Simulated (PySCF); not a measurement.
Series CXY, Y = H, computed as singlets and as triplets. Gas-phase values, no solvent. One relaxed conformer stands for each flexible species; it need not be the lowest. Strings in code marks are SMILES.

Computed with PBE-D3(BJ)/def2-TZVP // PBE0-D3(BJ)/def2-TZVP (PySCF). 

A: X = H, multiplicity 3 (`[CH2]` (lower triplet))
B: X = chloro, multiplicity 3 (`[CH]Cl` (triplet; the order of the spin states depends on the level))
C: X = cyano, multiplicity 3 (`[CH]C#N` (lower triplet))
D: X = fluoro, multiplicity 3 (`[CH]F` (excited triplet))
E: X = AlH2, multiplicity 3 (`[AlH2][CH]` (lower triplet))
F: X = ethynyl, multiplicity 3 (`[CH]C#C` (lower triplet))

Question: Pick the species with the lowest highest occupied spin orbital.

Answer: C (-6.62 eV); next is A (-5.69 eV).
